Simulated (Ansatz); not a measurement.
# doublet BS: levels of theory in one basis

```tsv
atom	x (Å)	y (Å)	z (Å)
B	0.0000	0.0000	0.0000
S	0.0000	0.0000	1.6894
```

Basis set: def2-SVP (spherical functions). Frozen core: 6 orbitals. Correlation on ROHF uses semicanonical orbitals with singles. Charge 0, multiplicity 2.

Computed with Ansatz (development build ahead of 0.2.0); each method stands on the lowest determinant of its kind that the runs found.

```
      method  E − E(ROHF) (eV)  <S²> of the determinant
        ROHF              0.00                        –
         UHF             -0.13                     0.89
    ROHF-MP2             -5.06                        –
     UHF-MP2             -5.01                     0.89
ROHF-CCSD(T)             -5.88                        –
 UHF-CCSD(T)             -5.87                     0.89
```

Is a single determinant a sound starting point here?

Only with care. Unrestricted orbitals gain 0.13 eV and <S²> is 0.89 against 0.75 for a pure state, a contamination that matters most for the unrestricted series.

Caution for UHF, UHF-MP2, UHF-CCSD(T): the unrestricted determinant is spin contaminated.
